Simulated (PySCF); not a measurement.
## Absolute configuration from chiroptical data

Level of theory: TDDFT PBE0/def2-SVPD circular dichroism and optical rotation, one conformer, gas phase in PySCF. Geometry: GFN2-xTB.

States above about 8.0 eV lie in this functional's continuum (it starts at minus the energy of the highest occupied orbital, well below the true ionisation energy for most functionals) and depend on the basis.

Values for one enantiomer of C$_{4}$H$_{7}$F, R in 10⁻⁴⁰ esu² cm² (velocity form):
```
λ (nm)      f      R
   160  0.011  +23.0
   159  0.006   -1.6
   152  0.009   -7.2
   150  0.008   -2.2
   147  0.028  -12.3
   145  0.007   -7.3
   141  0.014  -14.8
   137  0.004  -16.0
   136  0.020   +4.9
   132  0.002   -4.4
   131  0.015  +11.0
   126  0.101  +28.8
   126  0.012   -7.2
   125  0.040  +13.7
   122  0.070  +15.6
   121  0.099  -11.3
```

[α] at 589.3 nm: -23 deg dm⁻¹ (g/mL)⁻¹ (origin-invariant length gauge).

Problem. Which structure gives these signs?
A. C[C@@H]1C[C@H]1F
B. C[C@H]1C[C@@H]1F

Solution. A. Its CIP labels in SMILES order are R, R; the other enantiomer gives every sign reversed.

Geometry of C[C@@H]1C[C@H]1F as run:
```xyz
12

C     1.478    0.201    0.170
C     0.157   -0.061   -0.507
C    -1.087    0.662   -0.060
C    -0.921   -0.796    0.219
F    -1.695   -1.674   -0.486
H     1.958    1.076   -0.266
H     1.335    0.381    1.233
H     2.145   -0.650    0.049
H     0.233   -0.266   -1.568
H    -1.020    1.345    0.772
H    -1.810    0.944   -0.809
H    -0.773   -1.163    1.227
```
